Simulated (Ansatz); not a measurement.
We consider rock-salt RbBr, described by revPBE in Ansatz (plane waves, PAW).

Settings: plane-wave cutoff 520 eV, 8×8×8 k mesh, Fermi–Dirac smearing 0.01 eV, scalar-relativistic PAW data made under PBE.

The direct gap at Γ against volume; x = 100 ln(V/46.978 Å³). One gap is withheld.

```
V (Å³/atom)      x  gap (eV)
-----------  -----  --------
44.159       -6.19         ?
45.099       -4.08     4.384
46.038       -2.02     4.337
46.978        0.00     4.291
47.917        1.98     4.248
48.857        3.92     4.205
49.797        5.83     4.165
```

Fit a straight line to the rows shown, give the volume deformation potential and predict the withheld gap.

Means of the 6 rows: x̄ = 0.938, ȳ = 4.2717 eV. Σ(x − x̄)(y − ȳ) = -1.5204 and Σ(x − x̄)² = 68.720, so the slope is -0.0221 eV per unit of x, and dE_g/d ln V = -2.2 eV. At x = -6.19: 4.2717 + (-0.0221) × (-6.19 − (0.938)) = 4.429 eV. The run gives 4.433 eV, 0.004 eV above the line.

Measured, for comparison: band gap 7.2 eV (temperature not stated, not corrected to a static lattice; as tabulated in Aguado et al. (1998), arXiv:cond-mat/9809176).

Spin–orbit coupling is not included.

Note: the cell is over a tenth larger than the published one: the level's own overestimate first of all, though another phase or state, or a fault of the published cell, is possible.

Ansatz is a program for electronic structure.
